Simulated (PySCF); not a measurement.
# Silicon: a sound run and one with changed settings

Sound run: Si [Ne] 3s2 3p2, Si⁺ [Ne] 3s2 3p1. Calculation: PySCF 2.14, in jorge-DZP-DKH (7s4p1d, 24 functions); the spin-free X2C one-electron Hamiltonian (Gaussian nucleus). In the sound run the correlated levels freeze [Ne]. The sound run starts from symmetry-adapted Hartree-Fock orbitals and uses a fine grid where one is needed.

Changed run: the non-relativistic Hamiltonian (point nucleus). This setting is unsound on purpose.

```tsv
species	method	sound run (hartree)	changed run (hartree)	converged
Si	UHF	-289.44986	-288.76790	yes
Si	TPSS	-289.99363	-289.30812	yes
Si	MN15	-289.98846	-289.26515	yes
Si	MP2	-289.49563	-288.81370	yes
Si	CCSD(T)	-289.51556	-288.83371	yes
Si⁺	UHF	-289.16977	-288.48734	yes
Si⁺	TPSS	-289.69285	-289.00684	yes
Si⁺	MN15	-289.69224	-288.96840	yes
Si⁺	MP2	-289.20512	-288.52274	yes
Si⁺	CCSD(T)	-289.22392	-288.54164	yes
```

Ionisation energy of Si:

```json
{"method": "UHF", "sound run (eV)": "7.621", "changed run (eV)": "7.634"}
{"method": "TPSS", "sound run (eV)": "8.185", "changed run (eV)": "8.198"}
{"method": "MN15", "sound run (eV)": "8.061", "changed run (eV)": "8.075"}
{"method": "MP2", "sound run (eV)": "7.905", "changed run (eV)": "7.918"}
{"method": "SCS-MP2", "sound run (eV)": "7.832", "changed run (eV)": "7.845"}
{"method": "CCSD", "sound run (eV)": "7.925", "changed run (eV)": "7.937"}
{"method": "CCSD(T)", "sound run (eV)": "7.936", "changed run (eV)": "7.948"}
```

Most of the change in total energy is the relativistic energy itself. On top of that the contraction fixes the core shape for the Hamiltonian it was made with, so the changed run is not a good calculation with the other Hamiltonian either.

For comparison, NIST gives 8.152 eV between the lowest levels.
